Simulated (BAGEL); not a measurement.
# BOF (SMILES O=BF): B3LYP/6-31G(d) (density fitting with qzvpp-jkfit, spherical functions)

What is the energy change on altering one bond length of BOF at B3LYP/6-31G* (density fitting with qzvpp-jkfit, spherical functions)? 

The calculation is run with BAGEL 1.2.2.

## 1. The structure to begin with

BOF has 3 atoms, charge 0, and is taken as a singlet. As SMILES, `O=BF`. The coordinates come from a PBE0-D4/def2-TZVP relaxation.

Bond lengths: O1–B2 1.206 Å, B2–F3 1.282 Å. Angles: O1–B2–F3 180.0°.

## 2. A single-point energy at B3LYP/6-31G(d) (density fitting with qzvpp-jkfit, spherical functions)

Input file calc.json:

```json
{ "bagel" : [

{
  "title" : "molecule",
  "basis" : "6-31gs.json",
  "df_basis" : "qzvpp-jkfit",
  "angstrom" : true,
  "geometry" : [
    { "atom" : "O", "xyz" : [    0.983100,   -0.565100,    0.479900 ] },
    { "atom" : "B", "xyz" : [    0.020300,   -0.011600,    0.009900 ] },
    { "atom" : "F", "xyz" : [   -1.003400,    0.576800,   -0.489800 ] }
  ]
},
{
  "title" : "ks",
  "xc_func" : "b3lyp"
},
{
  "title" : "print",
  "file" : "orbitals.molden",
  "orbitals" : true
}

]}
```

The basis set 6-31G* is read from a file made from the Basis Set Exchange's data (not shown).

Started as:

```bash
$ BAGEL_NUM_THREADS=1 BAGEL calc.json > calc.out
```

Standard output:

```text
* using 1 threads per process

  ===============================================================
  ===============================================================

  *** Geometry ***

  { "atom" : "O", "xyz" : [      1.857790,     -1.067884,      0.906880 ] },
  { "atom" : "B", "xyz" : [      0.038361,     -0.021921,      0.018708 ] },
  { "atom" : "F", "xyz" : [     -1.896151,      1.089994,     -0.925588 ] },

  Number of auxiliary basis functions:      229

  Since a DF basis is specified, we compute 2- and 3-index integrals:
    o Being stored without compression. Storage requirement is 0.003 GB

  Number of basis functions:       42
  Number of electrons      :       22

    * METHOD: MOLECULE                             0.06

  *** Kohn-Sham DFT ***

    * Removing 3739 points whose weight is below 1.00e-10
    * Grid points: 40979

  === Nuclear Repulsion ===
    51.4389501297

       - DIIS with orbital gradients will be used.

  === KS iteration (b3lyp / 6-31gs.json) ===
      0       -186.89837434          0.19463097           0.09
      1       -180.69477433          0.24504588           0.07
      2       -191.10509558          0.19569804           0.07
      3       -199.64136912          0.05603246           0.07
      4       -199.73418168          0.05009577           0.07
      5       -199.83577061          0.04015268           0.07
      6       -199.88801871          0.03228755           0.07
      7       -199.99449017          0.00452313           0.07
      8       -199.99654362          0.00023024           0.07
      9       -199.99655098          0.00003021           0.07
     10       -199.99655108          0.00000357           0.07
     11       -199.99655108          0.00000228           0.07
     12       -199.99655108          0.00000024           0.07
     13       -199.99655108          0.00000016           0.07
     14       -199.99655108          0.00000005           0.07
     15       -199.99655108          0.00000001           0.07
    * SCF iteration converged.

    * Permanent dipole moment:
           (    0.641149,    -0.368621,     0.312995) a.u.

    * METHOD: KS                                   1.23

    * METHOD: PRINT                                0.01

  ===============================================================
```

Run time: 1.4 s. Hardware: 1 thread of Arm Neoverse N1, shared host.

## 3. The distorted shape, same level

Input file calc.json:

```json
{ "bagel": [

{
  "title": "molecule",
  "basis": "6-31gs.json",
  "df_basis": "qzvpp-jkfit",
  "angstrom": true,
  "geometry": [
    { "atom": "O", "xyz": [    2.138439,   -1.229288,    1.043890 ] },
    { "atom": "B", "xyz": [    0.020300,   -0.011600,    0.009900 ] },
    { "atom": "F", "xyz": [   -1.003400,    0.576800,   -0.489800 ] }
  ]
},
{
  "title": "ks",
  "xc_func": "b3lyp",
  "charge": 0
},
{
  "title": "print",
  "file": "orbitals.molden",
  "orbitals": true
}

]}
```

The basis set 6-31G* is read from a file made from the Basis Set Exchange's data (not shown).

Started as:

```bash
$ BAGEL_NUM_THREADS=1 BAGEL calc.json > calc.out
```

Standard output:

```text
* using 1 threads per process

  ===============================================================
  ===============================================================

  *** Geometry ***

  { "atom" : "O", "xyz" : [      4.041064,     -2.323018,      1.972666 ] },
  { "atom" : "B", "xyz" : [      0.038361,     -0.021921,      0.018708 ] },
  { "atom" : "F", "xyz" : [     -1.896151,      1.089994,     -0.925588 ] },

  Number of auxiliary basis functions:      229

  Since a DF basis is specified, we compute 2- and 3-index integrals:
    o Being stored without compression. Storage requirement is 0.003 GB

  Number of basis functions:       42
  Number of electrons      :       22

    * METHOD: MOLECULE                             0.06

  *** Kohn-Sham DFT ***

    * Removing 2683 points whose weight is below 1.00e-10
    * Grid points: 42035

  === Nuclear Repulsion ===
    36.2336100971

       - DIIS with orbital gradients will be used.

  === KS iteration (b3lyp / 6-31gs.json) ===
      0       -185.80853757          0.16730926           0.09
      1       -171.47675429          0.19898041           0.07
      2       -189.36914257          0.17035960           0.07
      3       -197.85605199          0.07753380           0.07
      4       -198.62330087          0.08863877           0.07
      5       -197.65308540          0.08433989           0.07
      6       -197.77871352          0.08305862           0.07
      7       -199.47725370          0.02721439           0.07
      8       -199.64459281          0.00670658           0.07
      9       -199.65300354          0.00065187           0.07
     10       -199.65303801          0.00062964           0.07
     11       -199.65311519          0.00019688           0.07
     12       -199.65312404          0.00004017           0.07
     13       -199.65312434          0.00000978           0.07
     14       -199.65312438          0.00000275           0.07
     15       -199.65312438          0.00000203           0.07
     16       -199.65312439          0.00000094           0.07
     17       -199.65312439          0.00000063           0.07
     18       -199.65312439          0.00000071           0.07
     19       -199.65312439          0.00000025           0.07
     20       -199.65312439          0.00000003           0.07
     21       -199.65312439          0.00000002           0.07
     22       -199.65312439          0.00000001           0.07
    * SCF iteration converged.

    * Permanent dipole moment:
           (    1.211738,    -0.696583,     0.591518) a.u.

    * METHOD: KS                                   1.72

    * METHOD: PRINT                                0.01

  ===============================================================
```

It took 1.9 s on 1 thread of Arm Neoverse N1, shared host.

## 4. What came out

Level: B3LYP/6-31G* (density fitting with qzvpp-jkfit, spherical functions).

| quantity | value |
| --- | --- |
| first shape: total energy | -199.99655 Eh |
| first shape: dipole moment | 2.04 D |
| first shape: HOMO energy | -9.56 eV |
| first shape: LUMO energy | 0.65 eV |
| first shape: HOMO–LUMO gap | 10.20 eV |
| distorted shape: total energy | -199.65312 Eh |
| distorted shape: dipole moment | 3.86 D |
| distorted shape: HOMO energy | -7.10 eV |
| distorted shape: LUMO energy | -4.71 eV |
| distorted shape: HOMO–LUMO gap | 2.39 eV |
| energy change with the O1–B2 bond stretched from 1.206 to 2.653 Å | 9.345 eV |

With the O1–B2 bond stretched from 1.206 to 2.653 Å the energy rises by 9.35 eV (902 kJ/mol). The first shape isn't relaxed at this level, so the change isn't measured from a minimum. A restricted reference can't describe the breaking bond well at this length.
